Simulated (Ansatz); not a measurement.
`O=C(O)CCO` → `[CH2]C(=O)O`• + `[CH2]O`•  (homolysis of the C–C bond)

Isolated molecules relaxed with PBE0-D4/def2-TZVP in Ansatz; ΔE leaves out vibrations. CCSD(T)/CBS adds triple-zeta CCSD(T) − MP2 to the extrapolated MP2 energy (def2 sets, frozen cores). Functionals use def2-TZVPP. B3LYP here is the variant with VWN-RPA as its local correlation; programs differ in this. Open shells (•) are unrestricted, without spin–orbit coupling. One conformer a species, not always the lowest.

```tsv
level	ΔE (eV)	difference from CCSD(T)/CBS
PBE-D4	3.64	-0.22
r2SCAN-D4	3.42	-0.44
PBE0-D4	3.67	-0.19
B3LYP-D4	3.52	-0.34
ωB97X-V	3.80	-0.06
ωB97M-V	3.81	-0.05
PBE	3.55	-0.31
HF/def2-TZVPP	2.55	-1.31
SCS-MP2/def2-TZVPP	4.01	0.15
CCSD/def2-TZVPP	3.69	-0.17
CCSD(T)/def2-TZVPP	3.79	-0.07
HF/def2-QZVPP	2.54	-1.32
MP2/def2-QZVPP	4.11	0.25
HF/CBS(def2)	2.54	-1.32
MP2/CBS(def2)	4.14	0.28
CCSD/CBS(def2)	3.76	-0.10
CCSD(T)/CBS	3.86	0
```

Largest T1 diagnostic among the species: 0.019.

The D4 term adds +0.14 eV with B3LYP and +0.08 eV with PBE0; it sums over pairs of atoms, weighted by their polarisabilities, and B3LYP, whose exchange is more repulsive, gets the larger term. From PBE to PBE0 (25 % exact exchange), in def2-TZVPP and without D4, ΔE moves by +0.04 eV.

CCSD(T)/CBS has its own doubt, a few kJ/mol and more with outer-core shells, so smaller differences from it don't rank the levels.
